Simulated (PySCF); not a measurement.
Gas-phase reaction: 3 SiH2 + SiHF3 → SiH + 3 SiH2F

Energies from PySCF, thermal terms from the rigid-rotor harmonic-oscillator model, ideal gas at 1 bar. † marks an energy on the PBE0/def2-TZVP geometry and frequencies; other levels use their own. MP2 and CCSD(T) freeze the core. 6-31G* has spherical d functions here. Open shells (unrestricted): SiH (multiplicity 2, electronic degeneracy 4), SiH2F (multiplicity 2); the rest are closed-shell singlets. Spin-orbit splitting is ignored; it lowers the true energy and changes the entropy of SiH. SiH2F: computed as isolated molecules; such fragments, hydroxides, amides, oligomers or adducts are transient or little studied in the gas. MP2 isn't extrapolated to the basis-set limit; its ΔH°(298 K) is 179.7 kJ in def2-SVP and 189.8 kJ in def2-TZVPP. CCSD(T) isn't extrapolated to the basis-set limit; its ΔH°(298 K) is 215.5 kJ in def2-SVP and 222.1 kJ in def2-TZVPP. The harmonic model lacks anharmonicity and excited electronic states, which grow with temperature; levels with a mode under 35 cm⁻¹ are left out. Warning, large T1 diagnostic: SiH (CCSD(T)/def2-TZVPP†).

ΔH° and ΔS° at 298 K: CCSD(T)/def2-SVP† 215 kJ, 48 J/K; CCSD(T)/def2-TZVPP† 222 kJ, 48 J/K; HF/6-31G* 111 kJ, 48 J/K; HF/def2-TZVP† 75 kJ, 48 J/K; MP2/def2-SVP† 180 kJ, 48 J/K.

Question: With the heat capacities included, give log10 K (1 bar) at 600, 800, 1000, 1600, 1800 K from CCSD(T)/def2-SVP†, CCSD(T)/def2-TZVPP†, HF/6-31G*, HF/def2-TZVP†, MP2/def2-SVP†.

Answer: 
```
T (K)  CCSD(T)/def2-SVP†  CCSD(T)/def2-TZVPP†  HF/6-31G*  HF/def2-TZVP†  MP2/def2-SVP†
-----  -----------------  -------------------  ---------  -------------  -------------
600                -16.3                -16.9       -7.2           -4.1          -13.2
800                -11.6                -12.1       -4.8           -2.4           -9.3
1000                -8.8                 -9.2       -3.4           -1.5           -7.0
1600                -4.6                 -4.8       -1.2            0.0           -3.4
1800                -3.8                 -4.0       -0.8            0.3           -2.8
```
